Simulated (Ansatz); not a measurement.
# LiNH (sextet): wave-function methods side by side, def2-QZVPP

An exercise on one series of results from a longer session: the logs are not shown, and one member is left open.

Program: Ansatz 0.2.0, Gaussian basis. Level of theory: def2-QZVPP, core rule «outside noble gas», up to 2 orbitals frozen. These are calculated values, not measurements.

Plan: UHF; ROHF; CCSD(T) on UHF.

## The system

The geometry is a PBE0/def2-TZVP stationary point (not a proven minimum) of the parent state, kept for this charge and spin.

3 atoms, charge 0, spin multiplicity 6.

Atoms are counted from 1 here; the program's logs count them from 0.

Bond lengths: N1–Li2 2.110 Å, N1–H3 1.035 Å. Angles: Li2–N1–H3 180.0°.

The first run:

in.yaml

```yaml
crystal:
  periodic: [false, false, false]
  atoms:
    - {symbol: N, position_ang: [0.000000, 0.000000, 0.358200]}
    - {symbol: Li, position_ang: [0.000000, 0.000000, -1.751700]}
    - {symbol: H, position_ang: [0.000000, 0.000000, 1.393500]}
basis:
  gaussian: {orbitals: "def2-QZVPP.json"}
magnetization: {spin_polarized: true, initial_magnetization: 5}
hamiltonian: {xc: hf}
output: {orbitals: {seedname: orbitals}}
```

Launch:

```console
> ansatz run in.yaml --threads 1 --pin off --events-out ev --progress --plain --max-ram 2393MiB
```

Among the steps run: UHF; ROHF; CCSD(T) on UHF.

One table of the session follows, with a row left open; its other results are not shown here.

| method | from UCCSD(T) (kJ/mol) |
| --- | --- |
| ROHF | ? |
| UHF | +346.0 |
| UMP2 | +53.6 |
| UCCSD | +9.6 |
| UCCSD(T) | 0 |

**Question.** Estimate the row for ROHF.

The run gave: from UCCSD(T) (kJ/mol): +354.5. In the column «from UCCSD(T) (kJ/mol)» it is the highest.
